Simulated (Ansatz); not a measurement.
# C4H12Si: a ladder of functionals and wavefunction methods

One table from this session's results is given with a row withheld; the runs are named, their logs left out.

Method: functionals in def2-TZVPP, the program's frozen cores in correlated methods; program: Ansatz 0.2.0, Gaussian basis.

Plan: LDA (SPW92), PBE-D4, revPBE-D4, BLYP-D4, r2SCAN-D4, B97M-V, PBE0-D4, B3LYP-D4, r2SCANh-D4, r2SCAN0-D4, HSE06-D4, BHLYP-D4, CAM-B3LYP-D4, LC-ωPBE, ωB97X-V, ωB97M-V, B2PLYP, PBE-QIDH; CCSD(T)/def2-SVP; CCSD(T)/def2-TZVPP; MP2/def2-QZVPP; extrapolation to the limit; RPA on PBE.

## The relaxed structure

The geometry comes from an earlier relaxation with PBE0-D4 in a triple-zeta def2 set; it is a stationary point, not always the lowest conformer.

SMILES `CC[SiH2]CC`, 17 atoms, charge 0, spin multiplicity 1.

Atoms are counted from 1 here; the program's logs count them from 0.

Bond lengths: C1–C2 1.526 Å, C1–H6 1.093 Å, C1–H7 1.093 Å, C1–H8 1.093 Å, C2–Si3 1.879 Å, C2–H9 1.095 Å, C2–H10 1.096 Å, Si3–C4 1.879 Å, Si3–H11 1.493 Å, Si3–H12 1.493 Å, C4–C5 1.526 Å, C4–H13 1.096 Å, C4–H14 1.095 Å, C5–H15 1.093 Å, C5–H16 1.093 Å, C5–H17 1.093 Å. Angles: C2–C1–H6 111.7°, C2–C1–H7 111.4°, C2–C1–H8 111.5°, H6–C1–H7 107.4°, H6–C1–H8 107.3°, H7–C1–H8 107.2°, C1–C2–Si3 113.7°, C1–C2–H9 110.4°, C1–C2–H10 110.4°, Si3–C2–H9 107.9°, Si3–C2–H10 108.4°, H9–C2–H10 105.7°, C2–Si3–C4 111.7°, C2–Si3–H11 109.3°, C2–Si3–H12 109.3°, C4–Si3–H11 109.3°, C4–Si3–H12 109.3°, H11–Si3–H12 107.9° and more.

Set-up of the first run:

Contents of in.yaml:

```yaml
crystal:
  periodic: [false, false, false]
  atoms:
    - {symbol: C, position_ang: [0.158763, 0.702066, -2.019726]}
    - {symbol: C, position_ang: [0.973562, 0.973491, -0.758311]}
    - {symbol: Si, position_ang: [1.125391, -0.516558, 0.376664]}
    - {symbol: C, position_ang: [-0.558519, -1.164855, 0.901661]}
    - {symbol: C, position_ang: [-1.423903, -0.123013, 1.604808]}
    - {symbol: H, position_ang: [0.110240, 1.581265, -2.667465]}
    - {symbol: H, position_ang: [0.590847, -0.113366, -2.606254]}
    - {symbol: H, position_ang: [-0.869554, 0.418346, -1.779931]}
    - {symbol: H, position_ang: [1.985047, 1.301664, -1.021169]}
    - {symbol: H, position_ang: [0.531847, 1.799141, -0.189352]}
    - {symbol: H, position_ang: [1.906720, -0.135029, 1.590271]}
    - {symbol: H, position_ang: [1.873048, -1.599181, -0.328899]}
    - {symbol: H, position_ang: [-1.072771, -1.552144, 0.015050]}
    - {symbol: H, position_ang: [-0.398378, -2.030274, 1.553809]}
    - {symbol: H, position_ang: [-2.385329, -0.539116, 1.916945]}
    - {symbol: H, position_ang: [-1.635161, 0.729126, 0.953147]}
    - {symbol: H, position_ang: [-0.930548, 0.268038, 2.498854]}
basis:
  gaussian: {orbitals: def2-TZVPP}
hamiltonian: {xc: lda}
output: {orbitals: {seedname: orbitals}}
```

On the command line:

```bash
ansatz run in.yaml --threads 4 --pin off --events-out ev --progress --plain --max-ram 11315MiB
```

Steps of the session up to this table: LDA; PBE-D4 (GGA); revPBE-D4 (GGA); BLYP-D4 (GGA); r2SCAN-D4 (meta-GGA); B97M-V (meta-GGA); PBE0-D4 (hybrid); B3LYP-D4 (hybrid); r2SCANh-D4 (hybrid); r2SCAN0-D4 (hybrid); HSE06-D4 (hybrid); BHLYP-D4 (hybrid); CAM-B3LYP-D4 (range-separated); LC-ωPBE (range-separated); ωB97X-V (range-separated); ωB97M-V (range-separated); B2PLYP (double hybrid); PBE-QIDH (double hybrid).

One table of the session follows, with a row left open; its other results are not shown here.

It belongs to the step «Frontier levels by functional». 

```
  functional  HOMO (eV)  LUMO (eV)  gap (eV)
 LDA (SPW92)      -6.87      -0.14      6.73
      PBE-D4      -6.79       0.08      6.86
   revPBE-D4      -6.74       0.19      6.94
     BLYP-D4      -6.68       0.12      6.80
   r2SCAN-D4      -7.04       0.68      7.72
      B97M-V      -7.17       0.16      7.33
     PBE0-D4      -8.05       0.88      8.94
    B3LYP-D4      -7.86       0.59      8.45
  r2SCANh-D4      -7.51       0.92      8.44
  r2SCAN0-D4          ?          ?         ?
    HSE06-D4      -7.65       0.51      8.16
    BHLYP-D4      -9.27       1.54     10.81
CAM-B3LYP-D4      -9.43       1.70     11.13
     LC-ωPBE     -10.77       2.98     13.75
     ωB97X-V     -10.43       2.75     13.18
     ωB97M-V     -10.29       2.37     12.66
```

**Question.** Estimate the row for r2SCAN0-D4.

Worked estimate for «HOMO (eV)». Against the share of exact exchange, r2SCAN-D4 (0, -7.04), r2SCANh-D4 (0.1, -7.51) give a slope of -4.70 per unit share; at 0.25 the line stands at -8.21.

As computed: HOMO (eV): -8.22; LUMO (eV): 1.27; gap (eV): 9.50. In «HOMO (eV)» the line misses by +0.01.
